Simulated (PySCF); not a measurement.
## SiCl at TPSS

Computed with TPSS; basis Si x2c-TZVPPall, Cl x2c-TZVPPall; spin-free X2C with a Gaussian nucleus; PySCF 2.14.

- state: ²Π (doublet), unpaired electrons π ↑
- bond length: 208.4 pm
- harmonic wavenumber: 514 cm⁻¹
- force constant: 2.42 mdyn/Å
- rotational constant Be: 0.2497 cm⁻¹
- anharmonicity ωexe: 2.09 cm⁻¹
- vibration–rotation constant αe: 0.00155 cm⁻¹
- well depth De to Si + Cl: 433 kJ/mol
- dissociation energy D0: 430 kJ/mol
- bond order (Mayer): 1.29
- dipole moment (positive dipole means Si(−)Cl(+)): -0.72 D

The state is the lowest determinant that a PBE0 search found; another state may lie lower at other levels.
